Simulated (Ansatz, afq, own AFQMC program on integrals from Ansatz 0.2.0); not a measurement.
AFQMC on a folder of integrals that Ansatz 0.2.0 wrote.

```yaml
crystal:
  periodic: [false, false, false]
  atoms:
    - {symbol: Cl, position_ang: [0.000000, 0.000000, -2.000521]}
    - {symbol: H, position_ang: [0.000000, 0.000000, -0.618521]}
    - {symbol: N, position_ang: [0.000000, 0.000000, 1.889563]}
    - {symbol: C, position_ang: [0.000000, 0.000000, 0.729479]}
basis:
  gaussian: {orbitals: cc-pVTZ}
magnetization: {spin_polarized: false, initial_magnetization: 1}
correlation: {method: ccsd_t, electrons: outside_noble_gas, hamiltonian_folder: ham}
```

```sh
$ ansatz run in.yaml --threads 1 --pin off --events-out ev --progress --plain --max-ram 16896MiB --backend cuda --devices 0, --max-vram 18GiB
```

Options of the walk:

```
--method phaseless --trial cisd --walkers 1500 --populations 20 --least-time 60 --time-step 0.005 --steps-per-block 50 --equilibration-blocks 28 --max-blocks 4000 --target-error 0.00024 --factor-cut 1e-05 --start spin_pure --seed 3300 --release-times 0.24,0.51,0.99,1.5 --release-step 0.03 --release-every 4 --taylor-order 6
```

Times are imaginary, in 1/Eh. The walk had a cap of 368 s. With eight or more populations the least sampling time is a fifth of least-time, and the error comes from their spread.

afq prints:

```
orbitals 101  electrons 9 8  factors 635 of 641
reference energy -552.29922512 Eh
CCSD correlation -0.57056569 Eh in 16 cycles, weight of the determinant in the CISD state 0.7967
energy of the start -552.869771 Eh
 block  time / (1/Eh)  mean weight  energy / Eh
     1     0.250  0.9991  -552.857250
     2     0.500  0.9996  -552.868669
     3     0.750  0.9992  -552.879438
     4     1.000  0.9993  -552.887386
     5     1.250  1.0001  -552.891067
    10     2.500  1.0004  -552.897337
    31     7.750  0.9989  -552.895880
    56    14.000  1.0004  -552.902538
    81    20.250  1.0006  -552.903711
   106    26.500  1.0007  -552.898328
   111    27.750  1.0001  -552.907742
   131    32.750  1.0002  -552.898817
   146    36.500  1.0000  -552.893753
   156    39.000  0.9995  -552.896740
   181    45.250  0.9999  -552.896541
   206    51.500  1.0010  -552.895866
   211    52.750  0.9997  -552.898334
error from the spread of 20 populations
released: time / (1/Eh)  energy / Eh  error  mean overlap
  0.24  -552.900814  0.000410  0.9956
  0.51  -552.903122  0.002092  0.9930
  0.99  -552.901969  0.000446  0.9811
  1.50  -552.902678  0.000770  0.9684
energy -552.898817 +/- 0.000410 Eh
(rows thinned)
```

The run passed its tests (sampling time, drift between the halves within three errors, error under three times the target), which doesn't prove that it has relaxed, ending at its cap on processor time.

Against this walk (error 11.2 meV) on the same determinant: CCSD(T) 22.1 meV lower (within the noise). The error is statistical and leaves out the bias of the constraint. None of these is a sure reference here. The released energies have errors that jump between times, so the bars are unsure (meV from the phaseless value at times in 1/Eh: -54 ± 11 at 0.24, -117 ± 57 at 0.51, -86 ± 12 at 0.99, -105 ± 21 at 1.50), so they give no level; they do show a bias of the constraint, and the last of them that isn't too noisy lies 83 meV below CCSD(T).

Cautions: constraint bias not in the error; error above the target (11.2 against 6.5 meV); higher spins were not checked; a spin-contaminated unrestricted determinant lies lower (UHF 531 meV lower, ⟨S²⟩ 1.06).

The walk took 6.1 min on 1 × NVIDIA H100 80GB HBM3 with 2 threads of AMD EPYC 7R13 Processor (Zen 3) (shared host) (the card was shared). The log's last line is the phaseless energy.

A walk keeps the symmetry of its determinant, which the program's search chose and which needn't be the lowest solution, so a lower state of the same spin and another symmetry isn't excluded.
